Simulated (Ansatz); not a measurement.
Reaction: H3BO3 (boric acid, SMILES OB(O)O) → HO (SMILES [OH], doublet) + H2BO2 (SMILES O[B]O, doublet) (the B-O bond breaks)
Each species at its own B3LYP-D3(BJ)/def2-TZVP minimum (Ansatz, a quantum-chemistry and plane-wave program), one conformer.

Total energies in hartree (Ansatz). UHF or UKS for unpaired electrons; spin-orbit terms are left out. Correlated methods leave the cores frozen. No relativity.

```csv
species,HF/cc-pVTZ,CCSD(T)/cc-pVTZ,HF/cc-pVQZ,CCSD(T)/cc-pVQZ,CCSD(T)/cc-pVDZ,CCSDT(Q)/cc-pVDZ
"1: H3BO3 (boric acid, SMILES OB(O)O)",-251.29344,-252.14966,-251.31385,-252.23139,-251.87753,-251.87977
"2: HO (SMILES [OH], doublet)",-75.41896,-75.63769,-75.42557,-75.66159,-75.55935,-75.55979
"3: H2BO2 (SMILES O[B]O, doublet)",-175.68559,-176.27020,-175.69995,-176.32621,-176.08418,-176.08598
```

**Question.** Work out the bond dissociation energy (electronic) in kcal/mol: take Hartree-Fock from cc-pVQZ, extrapolate the CCSD(T) correlation energy as X^-3 (X = 3, 4), and add CCSDT(Q) - CCSD(T) in cc-pVDZ. 1 hartree = 627.51 kcal/mol.

**Answer.** 
Species 1: correlation (64·(-0.91754) - 27·(-0.85622))/37 = -0.96229; step -0.00224; E1 = -251.31385 + (-0.96229) + (-0.00224) = -252.27838
Species 2: correlation (64·(-0.23602) - 27·(-0.21873))/37 = -0.24864; step -0.00044; E2 = -75.42557 + (-0.24864) + (-0.00044) = -75.67465
Species 3: correlation (64·(-0.62626) - 27·(-0.58461))/37 = -0.65665; step -0.00180; E3 = -175.69995 + (-0.65665) + (-0.00180) = -176.35840
-1·E1 +1·E2 +1·E3 = 0.24533 hartree = 153.9 kcal/mol.
